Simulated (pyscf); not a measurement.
# Addition across a multiple bond or ene-type step: O=AlH + H₂ → HO–AlH₂

Gas phase, singlet surface, charge 0. Bonds broken: H4–H5. Bonds formed: Al1–H4, O3–H5. Single points on ωB97X-D3(BJ)/def2-SVP structures (PySCF, gas phase).

Transition state (Å):

```xyz
5

Al     0.6322     0.1203    -0.8994
H      1.1096    -0.6761    -2.1589
O      0.3606     1.2482     0.2421
H     -0.4903    -0.9615     0.2305
H     -0.3545    -0.1324     0.5306
```

One imaginary mode, 975i cm⁻¹; descent along it reached the two sides named.

```csv
bond,change,reactant side (Å),saddle,product side
H4–H5,breaks,0.765,0.892,3.1
Al1–H4,forms,2.493,1.925,1.586
O3–H5,forms,2.7,1.581,0.959
```

Electronic energies relative to the separated reactants (kcal/mol):

| level | barrier | reaction energy | reverse barrier |
|---|---|---|---|
| ωB97X-D3(BJ)/def2-TZVP | 5.8 | -62.1 | 67.8 |
| PBE/def2-TZVP | 3.8 | -52.9 | 56.7 |
| r²SCAN/def2-TZVP | 3.6 | -57.6 | 61.2 |
| B3LYP-D3(BJ)/def2-TZVP | 6.4 | -57.3 | 63.7 |
| PBE0-D3(BJ)/def2-TZVP | 3.1 | -61.4 | 64.4 |
| M06-2X/def2-TZVP | 6.3 | -61.4 | 67.7 |
| ωB97M-D3(BJ)/def2-TZVP | 6.4 | -60.1 | 66.4 |
| HF/def2-TZVP | 11.9 | -72.7 | 84.6 |

With ωB97M-D3(BJ)/def2-TZVP energies and thermal terms (ideal gas, 1 atm, RRHO with modes under 100 cm⁻¹ raised to 100, one conformer, R ln 2 for chiral ones without a mode under 150 cm⁻¹), in kcal/mol:

```json
[
 {"T (K)": "298", "ΔH‡": "7.0", "ΔG‡": "14.3", "ΔH": "-56.8", "ΔG": "-49.8"},
 {"T (K)": "600", "ΔH‡": "5.9", "ΔG‡": "22.2", "ΔH": "-57.3", "ΔG": "-42.5"},
 {"T (K)": "900", "ΔH‡": "5.4", "ΔG‡": "30.5", "ΔH": "-57.3", "ΔG": "-35.1"},
 {"T (K)": "1200", "ΔH‡": "5.2", "ΔG‡": "38.9", "ΔH": "-57.0", "ΔG": "-27.7"}
]
```

At the saddle there is also a short Al–H contact that neither side keeps. O=AlH lies 43.9 kcal/mol over its isomer HO–Al [singlet] (electronic energy, ωB97M-D3(BJ)/def2-TZVP). One saddle was located; it need not be the lowest between these sides.
